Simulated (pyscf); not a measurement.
H₃C–ZnH + HF -> H₃C–Zn–F + H₂ (four-centre exchange; singlet surface; H–Zn, F–H broken, F–Zn, H–H formed). PySCF, gas phase, ωB97X-D3(BJ)/def2-SVP geometries. Rate constants from transition-state theory, ωB97M-D3(BJ)/def2-TZVP energies (ideal gas, 1 atm, RRHO with modes under 100 cm⁻¹ raised to 100, one conformer, R ln 2 for chiral ones without a mode under 150 cm⁻¹; no tunnelling), k in cm³ molecule⁻¹ s⁻¹.

```
T (K)  1000/T  log10 k
-----  ------  -------
298     3.354   -17.60
600     1.667   -14.61
900     1.111   -13.49
1200    0.833        ?
```

### Question
Fit an Arrhenius line to the three values, give the activation energy, and predict k at 1200 K.

### Answer
Least squares gives log10 k = -11.52 − 1.82 × 1000/T, so Ea = 1.82 × ln 10 × 1.987 = 8.3 kcal/mol, against an electronic barrier of 7.8. At 1200 K the line gives -13.04; the computed value is -12.84 (ΔG‡ = 40.9 kcal/mol), a factor 1.6 over the line, since the plot is curved. On the reactant side the descent ends in a complex, 4.7 kcal/mol under the separated species and 11.4 kcal/mol under the saddle at ωB97X-D3(BJ)/def2-TZVP. At the saddle there is also a short H–Zn contact that neither side keeps. One saddle was located; it need not be the lowest between these sides. Elements up to Kr have no core potential and no relativistic terms here.
